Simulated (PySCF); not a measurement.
Isomers of [C5H12N]+. Computed, not measured: TDDFT CAM-B3LYP/def2-SVPD, vertical, gas phase, core orbitals frozen in the response (PySCF 2.14.0, density-fitted response routines). Geometries: PBE0-D3(BJ)/def2-SVP; one conformer of each isolated species. Triplets are in the Tamm–Dancoff approximation. 'Strongest' means the level of largest summed f among the lowest 10 singlets; it needn't be the same kind of state in each. Ions are computed without counter-ions or solvent.

Question: Rank by computed HOMO–LUMO gap, lowest first.
A. `C[NH+]1CCCC1`
B. `C[NH2+]C1CCC1`
C. `C=C[N+](C)(C)C`
D. `C(=C)C[NH+](C)C`
E. `C(C1C[NH2+]C1)C`
F. `C[N+]1(C)CCC1`
G. `C[NH2+]CC1CC1`

Answer: D (10.09 eV), G (10.45 eV), C (10.71 eV), E (10.86 eV), B (11.25 eV), A (11.82 eV), F (12.94 eV).

```json
{"SMILES": "C=CC[NH+](C)C", "gap (eV)": "10.09", "LUMO (eV)": "-3.37", "f (strongest)": "0.27", "strongest (eV)": "7.56", "α (au)": "64.0", "S1 (eV)": "7.11", "S1 mainly": "H→L (91%)"}
{"SMILES": "C[NH2+]CC1CC1", "gap (eV)": "10.45", "LUMO (eV)": "-3.65", "f (strongest)": "0.03", "strongest (eV)": "9.49", "α (au)": "62.8", "S1 (eV)": "7.66", "S1 mainly": "H→L (89%)"}
{"SMILES": "C=C[N+](C)(C)C", "gap (eV)": "10.71", "LUMO (eV)": "-3.63", "f (strongest)": "0.40", "strongest (eV)": "7.95", "α (au)": "63.4", "S1 (eV)": "7.95", "S1 mainly": "H→L (96%)"}
{"SMILES": "CCC1C[NH2+]C1", "gap (eV)": "10.86", "LUMO (eV)": "-3.85", "f (strongest)": "0.04", "strongest (eV)": "9.66", "α (au)": "61.6", "S1 (eV)": "8.42", "S1 mainly": "H→L (65%)"}
{"SMILES": "C[NH2+]C1CCC1", "gap (eV)": "11.25", "LUMO (eV)": "-3.61", "f (strongest)": "0.03", "strongest (eV)": "9.71", "α (au)": "61.6", "S1 (eV)": "8.54", "S1 mainly": "H→L (82%)"}
{"SMILES": "C[NH+]1CCCC1", "gap (eV)": "11.82", "LUMO (eV)": "-3.46", "f (strongest)": "0.04", "strongest (eV)": "10.54", "α (au)": "60.1", "S1 (eV)": "8.78", "S1 mainly": "H→L (92%)"}
{"SMILES": "C[N+]1(C)CCC1", "gap (eV)": "12.94", "LUMO (eV)": "-3.00", "f (strongest)": "0.04", "strongest (eV)": "10.73", "α (au)": "59.8", "S1 (eV)": "9.67", "S1 mainly": "H-1→L (65%)"}
```

H and L stand for HOMO and LUMO.
